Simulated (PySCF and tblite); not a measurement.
Results of a calculation; reference values are marked as such.
Stationary points of C4H5FO at GFN2-xTB, in Å:

Structure A

```
 1 C     1.463    0.229    0.730
 2 C     1.001   -0.301   -0.395
 3 F     1.872   -0.851   -1.262
 4 C    -0.416   -0.380   -0.862
 5 C    -1.440    0.221    0.065
 6 O    -0.698   -0.895   -1.913
 7 H     2.518    0.219    0.945
 8 H     0.813    0.679    1.454
 9 H    -1.233    1.278    0.219
10 H    -2.428    0.108   -0.375
11 H    -1.415   -0.283    1.028
```

Structure B

```
 1 C     2.000    0.466    0.034
 2 C     0.809   -0.077    0.240
 3 F     0.657   -1.076    1.138
 4 C    -0.441    0.334   -0.460
 5 C    -1.671   -0.420   -0.049
 6 O    -0.425    1.212   -1.289
 7 H     2.877    0.138    0.563
 8 H     2.094    1.259   -0.685
 9 H    -1.836   -0.293    1.020
10 H    -2.533   -0.059   -0.604
11 H    -1.526   -1.483   -0.235
```

Structure C

```
 1 C     1.676    0.525    0.492
 2 C     0.933   -0.352   -0.153
 3 F     1.326   -1.640   -0.269
 4 C    -0.396   -0.081   -0.825
 5 C    -1.554   -0.082    0.131
 6 O    -0.486    0.104   -2.008
 7 H     2.620    0.247    0.927
 8 H     1.363    1.548    0.579
 9 H    -1.377    0.648    0.919
10 H    -2.478    0.145   -0.392
11 H    -1.626   -1.063    0.598
```

Geometries: GFN2-xTB; energies: PBE0/pcSseg-1 + D3(BJ), IEF-PCM cyclohexane; zero-point and thermal terms from GFN2-xTB harmonic modes (soft modes blended into free rotors).

Task: Which structure is a saddle point, and along which motion?

Result: C: one imaginary mode (68i cm⁻¹ at GFN2-xTB, mostly on F3, O6, C5), along the rotation about the C2–C4 bond (torsion C1–C2–C4–C5 from -179° to 0°, rising).

Task: Give their symmetry and energies above the lowest.

Result: A Cs, 1.9 kcal/mol; B Cs, 0.0 kcal/mol; C C1, 8.7 kcal/mol.
